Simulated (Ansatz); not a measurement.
## H₄NP, SMILES NP: harmonic frequencies at the relaxed geometry

Run with the Python package of Ansatz (0.2.0).

`freq_h4np.py`:
```python
"""Vibrations and zero-point energy of H4NP."""

import ansatz as az
import numpy as np


def main() -> None:
    geometry_ang = [
        ("N", [0.3, -0.8185, 0.0926]),
        ("P", [-0.5752, 0.701, -0.1062]),
        ("H", [0.0295, -1.4049, -0.7109]),
        ("H", [0.017, -1.2588, 0.9141]),
        ("H", [0.2131, 1.2591, -1.1631]),
        ("H", [0.0576, 1.4581, 0.9273]),
    ]
    geometry = az.Crystal.molecule()
    for symbol, xyz in geometry_ang:
        geometry = geometry.atom(symbol, xyz)

    setup = (
        geometry.calculation()
        .basis(gaussian="cc-pVDZ")
        .functional("CAM-B3LYP")
    )
    symbols = [site.symbol for site in geometry.cartesian_sites]
    start = np.array([site.position_ang for site in geometry.cartesian_sites], dtype=float)
    summary = setup.relax(force_tolerance=0.003, max_steps=100).run().report
    end = np.array(summary["positions_ang"])

    print("final positions (A) and the move of each atom")
    for symbol, xyz, old in zip(symbols, end, start):
        print(f"{symbol:2s} {xyz[0]:10.5f} {xyz[1]:10.5f} {xyz[2]:10.5f}   {np.linalg.norm(xyz - old):7.4f}")

    # same settings at the minimum
    minimum = az.Crystal.molecule()
    for symbol, place in zip(symbols, end):
        minimum = minimum.atom(symbol, place.tolist())
    vibrating = (
        minimum.calculation()
        .basis(gaussian="cc-pVDZ")
        .functional("CAM-B3LYP")
        .phonons(temperatures=(200, 600, 100))
    )
    vib = vibrating.run().report["vibrations"]
    sums = vib["harmonic_sums"]
    modes = [m["omega_inv_cm"] for m in sums["modes_at_gamma"] if m["rigid_motion"] == "no"]
    print("frequencies (1/cm):", " ".join(f"{w:.0f}" for w in modes))
    print("imaginary modes:", sum(w < 0 for w in modes), " zero-point energy:", round(sums["zero_point_energy_ev"], 4), "eV")
    print("T (K)   F_vib (eV)   S_vib (meV/K)   C_vib (meV/K)")
    for row in zip(sums["temperatures_k"], sums["vibrational_free_energy_ev"], vib["entropy_ev_per_k"], vib["heat_capacity_ev_per_k"]):
        print(f"{row[0]:6.1f} {row[1]:11.4f} {1000 * row[2]:13.4f} {1000 * row[3]:15.4f}")

    # all hydrogen replaced by deuterium
    heavier = vibrating.phonons(masses={"H": 2.014102}).run().report["vibrations"]["harmonic_sums"]
    print("deuterated (1/cm):", " ".join(f"{m['omega_inv_cm']:.0f}" for m in heavier["modes_at_gamma"] if m["rigid_motion"] == "no"))
    print("zero-point energy falls by", round(sums["zero_point_energy_ev"] - heavier["zero_point_energy_ev"], 4), "eV")


if __name__ == "__main__":
    main()
```

Running `python freq_h4np.py` prints:
```text
final positions (A) and the move of each atom
N     0.16375   -0.86819   -0.19195    0.3194
P    -0.51281    0.70838   -0.42930    0.3291
H    -0.55357   -1.58739   -0.15609    0.8253
H     0.80670   -0.98993    0.58666    0.8962
H     0.69317    1.40500   -0.75425    0.6472
H    -0.55524    1.26814    0.89873    0.6422
frequencies (1/cm): 349 561 819 849 924 1087 1160 1592 2322 2402 3549 3644
imaginary modes: 0  zero-point energy: 1.1938 eV
T (K)   F_vib (eV)   S_vib (meV/K)   C_vib (meV/K)
 200.0      1.1919        0.0387          0.1022
 300.0      1.1851        0.1014          0.2163
 400.0      1.1711        0.1787          0.3235
 500.0      1.1492        0.2608          0.4127
 600.0      1.1190        0.3428          0.4863
deuterated (1/cm): 250 434 608 675 774 821 840 1181 1668 1725 2565 2689
zero-point energy falls by 0.3117 eV
```

The frequencies are harmonic and unscaled, in a modest basis. Finished in 110 s on 1 thread of Arm Neoverse V1 (shared host), peak memory 0.18 GiB.
